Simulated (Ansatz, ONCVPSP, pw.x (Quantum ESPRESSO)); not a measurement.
# What a changed setting does to a pw.x run (fcc Ca)

Potential: optimised norm-conserving Vanderbilt (ONCV), ONCVPSP 4.0.1, PBE; core [Ne], reference 3s2 3p6 3d0.5 4s1.5; waves: 3s+4s: rc 2.20 bohr, ncon 5, nbas 10, qcut 5.1 1/bohr, 2 projectors; 3p: rc 2.00 bohr, ncon 5, nbas 9, qcut 6.8 1/bohr, 2 projectors, debl 2.5 Ha; 3d: rc 2.00 bohr, ncon 4, nbas 8, qcut 7.8 1/bohr, 2 projectors, debl 2.1 Ha; local part: polynomial inside 1.85 bohr (lpopt 5, dvloc0 -2.5 Ha); core correction: none.

The reference run (k-mesh 10³, cutoffs 60/240 Ry, Fermi–Dirac 0.01 Ry, mixing_beta 0.4, conv_thr 1e-9, no spin) gives -0.01 GPa at 42.272 Å³/atom, where all-electron LAPW gives -0.01 GPa. This run, with its own iteration cap, changes ecutwfc (ecutrho with it) to 5, a wrong or extreme entry chosen on purpose.

```
&control
  calculation='scf', prefix='x', pseudo_dir='./', outdir='./tmp', tstress=.true., disk_io='none'
/
&system
  ibrav=0, nat=1, ntyp=1, ecutwfc=5, ecutrho=20, nbnd=12,
  occupations='smearing', smearing='fd', degauss=0.01
/
&electrons
  conv_thr=1e-09, mixing_beta=0.4, electron_maxstep=70
/
ATOMIC_SPECIES
Ca 1.0 Ca.UPF
CELL_PARAMETERS angstrom
  0.00000000 2.76486714 2.76486714
  2.76486714 0.00000000 2.76486714
  2.76486714 2.76486714 0.00000000
ATOMIC_POSITIONS crystal
Ca 0.0000 0.0000 0.0000
K_POINTS automatic
10 10 10 0 0 0
```

```bash
pw.x < Ca.scf.in > Ca.scf.out
```

Question: How does the run end?

Answer: It converges in 9 iterations; the free energy moves by +127.99 eV/atom and the pressure by -456.93 GPa. The result is not a property of the crystal.

```
Message from routine setup:
     using ibrav=0 with symmetry is DISCOURAGED, use correct ibrav instead
     lattice parameter (alat)  =       7.3890  a.u.
     unit-cell volume          =     285.2656 (a.u.)^3
     number of electrons       =        10.00
     number of Kohn-Sham states=           12
     kinetic-energy cutoff     =       5.0000  Ry
     charge density cutoff     =      20.0000  Ry
     scf convergence threshold =      1.0E-09
     Exchange-correlation= PBE
     number of k points=    47  Fermi-Dirac smearing, width (Ry)=  0.0100
     negative rho (up, down):  4.512E-02 0.000E+00
     iteration #  1     ecut=     5.00 Ry     beta= 0.40
     total energy              =     -65.27369361 Ry
     estimated scf accuracy    <       4.74364159 Ry
     iteration #  2     ecut=     5.00 Ry     beta= 0.40
     total energy              =     -64.63107679 Ry
     estimated scf accuracy    <       1.25176578 Ry
     iteration #  3     ecut=     5.00 Ry     beta= 0.40
     total energy              =     -64.71245515 Ry
     estimated scf accuracy    <       0.02086272 Ry
     iteration #  4     ecut=     5.00 Ry     beta= 0.40
     total energy              =     -64.71205613 Ry
     estimated scf accuracy    <       0.00220082 Ry
     iteration #  5     ecut=     5.00 Ry     beta= 0.40
     total energy              =     -64.71210516 Ry
     estimated scf accuracy    <       0.00012049 Ry
     iteration #  6     ecut=     5.00 Ry     beta= 0.40
     total energy              =     -64.71209538 Ry
     estimated scf accuracy    <       0.00006039 Ry
     iteration #  7     ecut=     5.00 Ry     beta= 0.40
     total energy              =     -64.71209940 Ry
     estimated scf accuracy    <       0.00000032 Ry
     iteration #  8     ecut=     5.00 Ry     beta= 0.40
     total energy              =     -64.71209943 Ry
     estimated scf accuracy    <          1.8E-09 Ry
     iteration #  9     ecut=     5.00 Ry     beta= 0.40
     the Fermi energy is     7.5813 ev
!    total energy              =     -64.71209943 Ry
     estimated scf accuracy    <          6.3E-11 Ry
     smearing contrib. (-TS)   =      -0.00171813 Ry
     The total energy is F=E-TS. E is the sum of the following terms:
     one-electron contribution =     -22.31370592 Ry
     hartree contribution      =       9.50595444 Ry
     xc contribution           =      -8.02702202 Ry
     ewald contribution        =     -43.87560780 Ry
     convergence has been achieved in   9 iterations
          total   stress  (Ry/bohr**3)                   (kbar)     P=    -4569.38
     Message from routine punch:
     Nothing written, as per user request (disk_io='none')
```

The run took about 1 s on one core of a shared host (Intel(R) Xeon(R) Platinum 8488C, 96 threads, 744 GiB, load 45).
